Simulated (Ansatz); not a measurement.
This geometry of C₃H₄ClN (9 atoms, charge 0, multiplicity 1) is a first-order saddle point.

These are results of Ansatz, RKS B3LYP-D4/STO-3G, not measurements.

```xyz
9
Properties=species:S:1:pos:R:3
N -0.236 1.483 -1.147
C -0.013 0.535 -0.387
C 0.805 -0.698 -0.039
C -0.411 -0.255 0.853
Cl -1.913 -1.305 0.899
H -0.427 2.255 -1.788
H 0.664 -1.588 -0.669
H 1.807 -0.616 0.404
H -0.187 0.143 1.857
```

Q: Which two structures does it join? (They come from a converged band through this point; their orientation in space is the band's.)

A: No bond is made or broken.

Initial state:

```xyz
9
Properties=species:S:1:pos:R:3
N 0.120 1.436 -1.389
C 0.128 0.515 -0.471
C 0.875 -0.671 0.063
C -0.471 -0.210 0.707
Cl -1.971 -1.236 0.500
H -0.798 1.991 -1.255
H 0.860 -1.593 -0.536
H 1.791 -0.530 0.656
H -0.446 0.250 1.709
```

Final state:

```xyz
9
Properties=species:S:1:pos:R:3
N -0.522 1.596 -1.065
C -0.136 0.582 -0.345
C 0.795 -0.552 0.010
C -0.516 -0.284 0.814
Cl -1.904 -1.468 0.677
H 0.246 1.749 -1.810
H 0.809 -1.427 -0.656
H 1.750 -0.347 0.514
H -0.434 0.105 1.844
```

Q: How far does it lie above each of them?

A: 1.48 eV above the first and 1.46 eV above the second. This is the barrier of this one path; another mechanism may lie lower. Limits of this set-up: minimal basis.

Time of the run: 2.9 min on 1 thread of Arm Neoverse N1 (shared host), peak memory 0.098 GiB.
